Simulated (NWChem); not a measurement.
# propane (C$_{3}$H$_{8}$); SMILES CCC

```xyz
11

C     -1.2711     0.0000     0.2568
C      0.0000     0.0000    -0.5793
C      1.2711     0.0000     0.2568
H     -2.1740     0.0000    -0.3732
H     -1.3212    -0.8875     0.9087
H     -1.3212     0.8875     0.9087
H      0.0000     0.8792    -1.2469
H      0.0000    -0.8792    -1.2469
H      2.1740     0.0000    -0.3732
H      1.3212     0.8875     0.9087
H      1.3212    -0.8875     0.9087
```
Atoms are numbered in this order, from 1.

Results from NWChem. Geometry: optimised at PBE0/def2-SVP. Total energies compare along this basis series because the functional is fixed.

```json
[
 {"level": "B3LYP/cc-pVDZ", "basis functions": "82", "energy (Ha)": "-119.1440", "highest occupied level (eV)": "?", "orbital gap (eV)": "?", "dipole (D)": "0.07"},
 {"level": "B3LYP/aug-cc-pVDZ", "basis functions": "141", "energy (Ha)": "-119.1535", "highest occupied level (eV)": "-8.89", "orbital gap (eV)": "8.66", "dipole (D)": "0.10"},
 {"level": "B3LYP/cc-pVTZ", "basis functions": "202", "energy (Ha)": "-119.1918", "highest occupied level (eV)": "-8.90", "orbital gap (eV)": "9.87", "dipole (D)": "0.09"}
]
```

Problem. Some entries are withheld; supply them.

Solution. 
- B3LYP/cc-pVDZ, highest occupied level (eV): -8.80
- B3LYP/cc-pVDZ, orbital gap (eV): 10.45
